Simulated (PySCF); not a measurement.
Species: C₅H₁₀N (doublet state).
Z-matrix (Å and degrees, GFN2-xTB geometry), rows numbered from 1:
```
C 
C   1  1.3875
C   2  1.3835  1  119.21
N   2  1.3966  1  118.96  3  -176.00
C   4  1.4454  2  118.84  1   -48.14
C   4  1.4421  2  118.50  1   169.35
H   1  1.0729  2  119.92  3    -4.01
H   1  1.0729  2  122.75  3   174.74
H   3  1.0734  2  119.54  1    -2.85
H   3  1.0720  2  123.55  1   178.32
H   5  1.0997  4  111.46  2   -91.75
H   5  1.0853  4  110.79  2    28.78
H   5  1.0924  4  109.44  2   148.57
H   6  1.0888  4  109.70  2   -49.02
H   6  1.0998  4  113.22  2    73.11
H   6  1.0906  4  108.19  2  -167.03
```

The hyperfine couplings belong to this conformer and change with its torsions.

Identity: `CN(C(=C)[CH2])C` [radical].

Theory: UKS B3LYP, pcH-1 on C H N, non-relativistic, mean-field spin-orbit, GIAO (PySCF). Geometry: GFN2-xTB, one conformer, isolated molecule. A GFN2-xTB geometry isn't a minimum of the functional, and hyperfine couplings can be far from their values at a DFT geometry. No stability test was run, so a lower SCF solution isn't excluded. ⟨S²⟩ is 0.777 where a pure state has 0.75.

Task: The isotropic 13C couplings, averaged over equivalent nuclei, are +58.1, +49.7, -46.9, -1.8 MHz. Assign them to C1; C2; C3; C5/C6.

Result: 
```json
{"site": "C1", "a_iso (MHz)": "+58.1", "ρ(0) (bohr⁻³)": "+0.0517", "position": "largest spin population", "distance from C1 (Å)": "0.00", "spin population": "+0.74", "largest |T| (MHz)": "111.7"}
{"site": "C2", "a_iso (MHz)": "-46.9", "ρ(0) (bohr⁻³)": "-0.0417", "position": "1 bond from C3", "distance from C1 (Å)": "1.39", "spin population": "-0.23", "largest |T| (MHz)": "25.1"}
{"site": "C3", "a_iso (MHz)": "+49.7", "ρ(0) (bohr⁻³)": "+0.0442", "position": "a main spin site", "distance from C1 (Å)": "2.39", "spin population": "+0.62", "largest |T| (MHz)": "93.9"}
{"site": "C5/C6", "a_iso (MHz)": "-1.8", "ρ(0) (bohr⁻³)": "-0.0016", "position": "3 bonds from C1", "distance from C1 (Å)": "3.32", "spin population": "0.00", "largest |T| (MHz)": "1.0"}
```

ρ(0) is the spin density at the nucleus and T the dipolar tensor; entries for several nuclei are means. The largest Mulliken spin populations are on C1 (+0.74), C3 (+0.62) and C2 (-0.23). The positive populations add up to 1.37 and the negative ones to -0.37, together 2S = 1. The angles at C1 add up to 360.0°, so it is planar; its axial dipolar tensor and the negative couplings of its protons fit spin in a p orbital normal to that plane. Main spin sites, with 60 % or more of the largest population: C1, C3; positions count bonds from the nearest.

Nuclei that the bonding pattern makes equivalent are averaged, as if the motion that swaps them (rotation, inversion, ring flip) were fast. H7 and H8 aren't averaged: C1 is flat or nearly so (angle sum 360°), and its turn about the short C1–C2 bond (1.39 Å) is taken as slow. The 13C value of -1.8 MHz is a mean of couplings from -5.0 to 1.4 MHz in this one geometry, not an average over conformers.

Hardware: one thread, Arm Neoverse V1 (aarch64), no GPU, on a shared host. Cost: 44 s (grids of density and orbitals included), 0.96 GiB resident at most.
